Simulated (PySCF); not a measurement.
## Working out the electron affinity of S

S⁻ [Ne] 3s2 3p5 (2P) → S [Ne] 3s2 3p4 (3P). Computed with PySCF 2.14 in dyall-av3z (19s12p3d2f, 84 functions), with scalar relativity by spin-free X2C-1e. Frozen: [Ne]; the 26 highest virtual orbitals dropped. Energies in hartree (1 hartree = 27.21139 eV):

```tsv
part	S⁻ (lower)	S (upper)
UHF	-398.629545	-398.597563
CCSD correlation	-0.178554	-0.142527
(T)	-0.008136	-0.005032
```

Question: What does Hartree-Fock give?

Answer: (-398.597563) − (-398.629545) = 0.031982 hartree = 0.870 eV.

Question: What do CCSD and CCSD(T) give?

Answer: The CCSD correlation energies differ by 0.036027 hartree = 0.980 eV and the triples by 0.003104 hartree = 0.084 eV, so CCSD gives 1.850 eV and CCSD(T) 1.934 eV.

A first-order spin-orbit estimate adds -0.003 eV to CCSD(T) (valence), giving 1.931 eV against 2.077 eV (measured; photodetachment measurements, as compiled on the Wikipedia data page of electron affinities).

What remains against the reference includes basis incompleteness, the frozen core and higher excitations.
